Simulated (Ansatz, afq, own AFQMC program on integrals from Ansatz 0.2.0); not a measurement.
P₂H₄, singlet → P₂H₄⁺, doublet, worked out

```xyz
6

P     0.3677   -1.0579   -0.0828
P    -0.3679    1.0582    0.0790
H    -0.4999   -1.5307    0.9515
H    -0.5751   -1.4009   -1.1025
H     0.5053    1.5335   -0.9496
H     0.5698    1.3978    1.1044
```

Connectivity, by distances: PH2–PH2.

Both states at this geometry.

Basis def2-TZVP. Only valence electrons are correlated. Ansatz 0.2.0 and our own AFQMC program on the same integrals; the CISD trial comes from CCSD amplitudes, and released means the phaseless constraint is let go. Error bars are statistical, one sigma.

Total energies in eV. CBS is CCSD(T) at the limit of def2-TZVPP/QZVPP (extrapolated itself); the highest rung of each member is named.

Cautions: P₂H₄⁺ (doublet): unrestricted determinant slightly spin contaminated (⟨S²⟩ 0.84 against 0.75), its ph-AFQMC/CISD value lies 20 ± 6 meV above CCSDT(Q).

```tsv
member	count	CCSD(T)/def2-TZVP	highest rung in def2-TZVP	which	CCSD(T)/CBS
P₂H₄⁺, doublet	+1	-18608.3645	-18608.4425	CCSDT(Q)	-18610.3223
P₂H₄, singlet	-1	-18617.4804	-18617.5419	CCSDT(Q)	-18619.5986
```

Question: Work out the best estimate of the vertical ionization energy: the CCSD(T)/CBS difference plus the step from CCSD(T) to the highest rung.

Answer: Sums with the counts: CCSD(T)/CBS 9.2763 eV, highest rung 9.0994 eV, CCSD(T)/def2-TZVP 9.1159 eV. The step is 9.0994 − 9.1159 = -0.0165 eV, so the best estimate is 9.2763 + (-0.0165) = 9.2598 eV. The basis set is worth 0.160 eV of it. Zero-point, core-correlation and spin–orbit terms aren't in it. Past Ne the Hartree–Fock part of each CBS total tends to overshoot, since the cores don't follow the formula; that largely cancels in the difference.

Best estimates are given only where the step beyond CCSD(T) is under 0.3 eV and no member's determinant is very poor (T1 over 0.05, or 0.07 for open shells, ⟨S²⟩ too high by 0.3, two states mixed), so the hardest cases are missing from such tables.

CCSDT and higher add their correlation energy to the determinant of the CCSD(T) run, since their own runs factorise the integrals more tightly (a shift of under 2 meV). Each member of a difference takes its own highest rung, so a best estimate needn't equal the limit plus the step of one row.
